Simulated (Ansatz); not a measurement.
A run of Ansatz (development build ahead of 0.2.0) on doublet C2H2(+) at this shape:

| atom | x (Å) | y (Å) | z (Å) |
| --- | --- | --- | --- |
| C | 0.1067 | -0.5025 | -0.3208 |
| C | -0.0989 | 0.5254 | 0.3130 |
| H | 0.2870 | -1.4228 | -0.8767 |
| H | -0.2792 | 1.4358 | 0.8688 |

Its results:

| Item | Value |
| --- | --- |
| Converged | yes |
| Total energy | -76.39952 hartree |
| Spin squared of the determinant | 0.754 |
| Stability test | minimum |

Forces (eV/Å):
| atom | Fx | Fy | Fz |
| --- | --- | --- | --- |
| C1 | 0.202 | -1.084 | -0.623 |
| C2 | -0.152 | 0.801 | 0.467 |
| H3 | -0.051 | 0.293 | 0.157 |
| H4 | 0.000 | -0.010 | -0.001 |

(1) Which input gives this output? Name the method, the orbitals and the basis set, and write the input.

Answers

(1) UHF in def2-SVP.

```yaml
crystal:
  periodic: [false, false, false]
  atoms:
    - { symbol: C, position_ang: [0.10672, -0.50251, -0.32079] }
    - { symbol: C, position_ang: [-0.09888, 0.52545, 0.313] }
    - { symbol: H, position_ang: [0.28701, -1.4228, -0.87668] }
    - { symbol: H, position_ang: [-0.27923, 1.43577, 0.86883] }
basis:
  gaussian: { orbitals: def2-SVP }
total_charge: 1
magnetization:
  spin_polarized: true
  initial_magnetization: 1
hamiltonian:
  xc: hf
output:
  forces: true
```
